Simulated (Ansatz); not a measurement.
Tetradymite Bi2Se3 was calculated with PBE-D4 (Ansatz, a first-principles code, plane waves, PAW).

Total energies, extrapolated to zero smearing (they compare only within this program, potentials and cutoff):

| system | energy (eV/atom) |
|---|---|
| tetradymite Bi2Se3, relaxed | -8240.8840 |
| rhombohedral A7 Bi | -12397.0384 |
| trigonal Se | -5469.4434 |

**Question.** Work out the enthalpy of formation per atom.

**Answer.** ΔH_f ≈ ΔE = -8240.8840 − [2 × (-12397.0384) + 3 × (-5469.4434)]/5 = -0.403 eV/atom (0 K, no vibrations). The reference value is -0.291 ± 0.007 eV/atom (measured, 298 K, copied from a table, unchecked, no zero-point or thermal correction; as tabulated in Wang et al. (2021), doi:10.1038/s41598-021-94550-5), a difference of -0.112 eV/atom.

Spin–orbit coupling is left out; its size isn't shown.

The PAW data were made under PBE.
